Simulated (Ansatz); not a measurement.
The inner images of a band of C2H4NO (8 atoms, charge -1, multiplicity 1) are given out of order.

Theory: Ansatz 0.2.0, RKS PBE0-D4/def2-SVP.

Initial state:

```xyz
8
Properties=species:S:1:pos:R:3
C -0.184 0.877 0.545
O 1.020 0.188 0.390
C 1.016 -0.993 -0.410
N -0.180 -1.220 -0.871
H -0.978 0.252 1.003
H 0.007 1.757 1.190
H -0.611 1.215 -0.421
H -0.089 -2.076 -1.427
```

Final state:

```xyz
8
Properties=species:S:1:pos:R:3
C -0.406 1.123 0.399
O 0.482 0.330 -0.281
C 0.151 -1.081 -0.219
N 1.042 -1.729 -0.895
H -1.186 0.486 0.870
H 0.087 1.721 1.201
H -0.917 1.859 -0.267
H 0.747 -2.708 -0.808
```

Problem. Put them in order from the first end to the last, with their energies above the first end.
A.
```xyz
8
Properties=species:S:1:pos:R:3
C -0.222 0.902 0.574
O 0.928 0.146 0.433
C 0.849 -1.174 -0.185
N 0.045 -1.152 -1.196
H -0.931 0.424 1.293
H 0.049 1.890 1.002
H -0.796 1.075 -0.358
H 0.078 -2.110 -1.563
```
B.
```xyz
8
Properties=species:S:1:pos:R:3
C -0.206 0.874 0.567
O 0.966 0.121 0.487
C 0.995 -1.046 -0.339
N -0.133 -1.195 -0.968
H -0.984 0.392 1.199
H 0.044 1.853 1.023
H -0.683 1.031 -0.420
H 0.001 -2.029 -1.549
```
C.
```xyz
8
Properties=species:S:1:pos:R:3
C -0.318 0.969 0.643
O 0.742 0.249 0.165
C 0.280 -1.093 -0.210
N 0.791 -1.369 -1.361
H -0.972 0.350 1.301
H 0.031 1.863 1.200
H -0.986 1.340 -0.174
H 0.432 -2.310 -1.565
```
D.
```xyz
8
Properties=species:S:1:pos:R:3
C -0.428 1.021 0.590
O 0.544 0.349 -0.106
C 0.191 -1.031 -0.374
N 1.075 -1.515 -1.182
H -1.080 0.305 1.136
H 0.023 1.732 1.316
H -1.101 1.626 -0.066
H 0.776 -2.488 -1.314
```
E.
```xyz
8
Properties=species:S:1:pos:R:3
C -0.264 0.942 0.623
O 0.841 0.237 0.241
C 0.421 -1.147 -0.110
N 0.558 -1.265 -1.385
H -0.918 0.355 1.316
H 0.027 1.888 1.127
H -0.923 1.221 -0.237
H 0.258 -2.230 -1.577
```
F.
```xyz
8
Properties=species:S:1:pos:R:3
C -0.376 0.995 0.636
O 0.643 0.277 0.063
C 0.184 -1.039 -0.345
N 0.984 -1.467 -1.264
H -1.029 0.346 1.261
H 0.032 1.819 1.258
H -1.051 1.467 -0.119
H 0.613 -2.397 -1.491
```
G.
```xyz
8
Properties=species:S:1:pos:R:3
C -0.227 0.914 0.594
O 0.919 0.219 0.322
C 0.604 -1.190 -0.078
N 0.321 -1.171 -1.334
H -0.896 0.373 1.314
H 0.022 1.897 1.048
H -0.856 1.112 -0.306
H 0.114 -2.153 -1.560
```

Solution. B (+0.02 eV), A (+0.22 eV), G (+0.36 eV), E (+0.31 eV), C (+0.21 eV), F (+0.11 eV), D (+0.08 eV).

Run time: 57 s on 1 thread of AMD EPYC 9R45 96-Core Processor (Zen 5) (shared host), peak memory 0.16 GiB.
